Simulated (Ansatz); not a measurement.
Chalcopyrite ZnGeP2, treated with PBE (plane waves, PAW; Ansatz, a program for electronic structure).

Run with plane-wave cutoff 520 eV, 10×10×10 k mesh, Fermi–Dirac smearing 0.01 eV, scalar-relativistic PAW data made under PBE.

On both sides of the equilibrium volume: at 20.091 Å³/atom the pressure is 1.57 GPa and the direct gap at Γ 1.315 eV; at 20.911 Å³/atom they are -1.41 GPa and 1.041 eV. The fitted bulk modulus is 74.3 GPa.

### Question
Work out the volume deformation potential of this gap and its pressure coefficient, in two ways.

### Answer
a_V = dE_g/d ln V = (1.041 − 1.315)/ln(20.911/20.091) = -6.85 eV. Since dP = −B d ln V, dE_g/dP = −a_V/B = 92 meV/GPa. Straight from the pressures: (1.315 − 1.041)/(1.57 − (-1.41)) = 92 meV/GPa. At this level and over this range the gap at Γ widens under pressure.

Spin–orbit coupling is not included.
